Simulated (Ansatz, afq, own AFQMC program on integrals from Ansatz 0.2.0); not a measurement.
# Br, doublet: AFQMC among the cluster methods

A free Br atom.

Basis 6-31G. Noble-gas cores (and the filled d shells of Ga–Kr and In–Xe) are frozen. AFQMC by an in-house program on the Cholesky factors that Ansatz 0.2.0 writes for its CCSD(T) run. ph-AFQMC/CISD is guided by a CISD state made of CCSD amplitudes; releasing the constraint for a short imaginary time cuts its bias at the price of noise, slowly where states lie close. Free projection: walkers drawn from exp(T), propagated without any constraint. Its projection time is finite, and what remains of the start isn't in its error. Uncertainties: one standard error, sampling alone. No spin–orbit coupling.

Determinant: UHF, the one that the program's search chose, which needn't be the lowest solution.

Full CI on the same integrals is exact in this basis and with this determinant's frozen core.

Cautions: no relativity below Rb; no spin-orbit coupling; inner d shell frozen.

- T1 diagnostic: 0.0044
- weight of the determinant in the CISD state: 0.985
- ⟨S²⟩ of the determinant: 0.751
- size of the correlated space: 7 electrons in 15 orbitals

Reference: full CI, correlation energy -0.830 eV. The released energy is read at 1.50 1/Eh (meV from the phaseless value at times in 1/Eh: 0.2 ± 0.3 at 0.24, 0.28 ± 0.21 at 0.50, 0.22 ± 0.20 at 1.00, 0.15 ± 0.16 at 1.50).

```tsv
level	E − E(reference) (kJ/mol)	share of correlation (%)
HF	80.0	0.00
MP2	13.9	82.66
CCSD	1.0	98.80
CCSD(T)	0.1	99.86
CCSDT	-0.1	100.08
CCSDT(Q)	0.0	100.02
CCSDTQ	0.0	100.01
ph-AFQMC/HF	1.1 ± 0.6	98.66
ph-AFQMC/CISD	0.0 ± 0.03	100.02
released AFQMC	0.0 ± 0.02	100.01
free AFQMC	0.0 ± 0.01	100.01
```

CCSDT and higher add their correlation energy to the determinant of the CCSD(T) run, since their own runs factorise the integrals more tightly (a shift of under 2 meV). Free projections are given only where their last times agree within the noise and don't stop above the reference; a slow remainder of the start can still hide under it. A walk keeps the symmetry of its determinant, which the program's search chose and which needn't be the lowest solution, so a lower state of the same spin and another symmetry isn't excluded. Released energies are given only where the last usable release times agree within the noise; a slower fall can still hide under it.
